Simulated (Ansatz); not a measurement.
# C4N2: the cost of one run

Computed with the Python package of Ansatz 0.2.0. Level of theory: PBE0+D4/6-31G*.

## (1) The structure

Bond lengths: N1–C2 1.160 Å, C2–C3 1.539 Å, C3–C4 1.200 Å, C4–C5 1.539 Å, C5–N6 1.160 Å. Angles: N1–C2–C3 180.0°, C2–C3–C4 180.0°, C3–C4–C5 180.0°, C4–C5–N6 180.0°.

The script holds or builds the structure itself.

## (2) The script

Input file c4n2_opt.py:

```python
'''Relax the C4N2 molecule.'''

import itertools

import ansatz as az
from ase import Atoms
from ase.data import atomic_numbers, covalent_radii
import numpy as np

BASIS_SET = '6-31G*'
FUNCTIONAL = 'pbe0'
DISPERSION = 'd4'

atoms = Atoms(['N', 'C', 'C', 'C', 'C', 'N'], positions=[
    [-3.2866, -0.133, 0.2487],
    [-2.1313, -0.0862, 0.1613],
    [-0.5977, -0.0242, 0.0452],
    [0.5977, 0.0242, -0.0452],
    [2.1313, 0.0862, -0.1613],
    [3.2866, 0.133, -0.2487],
])
mol = az.Crystal.molecule_from_ase(atoms)

setup = (
    mol.calculation()
    .basis(gaussian=BASIS_SET)
    .functional(FUNCTIONAL, dispersion=DISPERSION)
    .accuracy('medium')
)
symbols = [site.symbol for site in mol.cartesian_sites]
start = np.array([site.position_ang for site in mol.cartesian_sites], dtype=float)
def progress(event):
    if event['event'] == 'relax_step':
        row = event['data']
        print(f'step {row["step"]:3d}  E = {row["lagrangian_ev"]:.6f} eV  largest force component {row["allowed_force_max_ev_ang"]:.4f} eV/A')


rep = setup.relax(force_tolerance=0.005, max_steps=100).session().plan().execute(on_event=progress).report
end = np.array(rep['positions_ang'])

for key in ('converged', 'free_energy_ev', 'reference_energy_ev', 'n_frozen', 'n_occupied', 'n_virtual'):
    print(f'{key:22s} {rep[key]}')

# pairs closer than 1.2 times the sum of covalent radii, before or after
radius = [covalent_radii[atomic_numbers[s]] for s in symbols]
span = lambda where, i, j: np.linalg.norm(where[i] - where[j])
bonded = [(i, j) for i, j in itertools.combinations(range(len(symbols)), 2) if min(span(start, i, j), span(end, i, j)) < 1.2 * (radius[i] + radius[j])]
print('pair        before    after (A)')
for i, j in bonded:
    print(f'{symbols[i]}{i}-{symbols[j]}{j}'.ljust(10), f'{span(start, i, j):8.4f} {span(end, i, j):8.4f}')

charges = rep['charge_distribution']
print('dipole moment', round(4.803205 * float(np.linalg.norm(charges['dipole_moment_e_ang'])), 3), 'D')
print('Mulliken:', [(s, round(q, 3)) for s, q in zip(symbols, charges['mulliken_charges_e'])])
with open('c4n2_opt.xyz', 'w') as handle:
    handle.write(f'{len(symbols)}\nrelaxed C4N2\n')
    handle.writelines(f'{s:2s} {x:11.6f} {y:11.6f} {z:11.6f}\n' for s, (x, y, z) in zip(symbols, end))
```

## (3) The input behind the calls

The engine receives this input:

```yaml
crystal:
  periodic: [false, false, false]
  atoms:
    - { symbol: "N", position_ang: [-3.2866, -0.133, 0.2487] }
    - { symbol: C, position_ang: [-2.1313, -0.0862, 0.1613] }
    - { symbol: C, position_ang: [-0.5977, -0.0242, 0.0452] }
    - { symbol: C, position_ang: [0.5977, 0.0242, -0.0452] }
    - { symbol: C, position_ang: [2.1313, 0.0862, -0.1613] }
    - { symbol: "N", position_ang: [3.2866, 0.133, -0.2487] }
accuracy: medium
basis:
  gaussian:
    orbitals: "6-31G*"
hamiltonian:
  xc: pbe0
  dispersion: d4
relax:
  f_tol: 0.005
  max_steps: 100
```

## (4) The run

Command:

```bash
> python c4n2_opt.py
```

Q: Estimate wall time and peak memory on 1 thread of Arm Neoverse V1, shared host.

About 22 s, with a peak of 0.24 GiB.
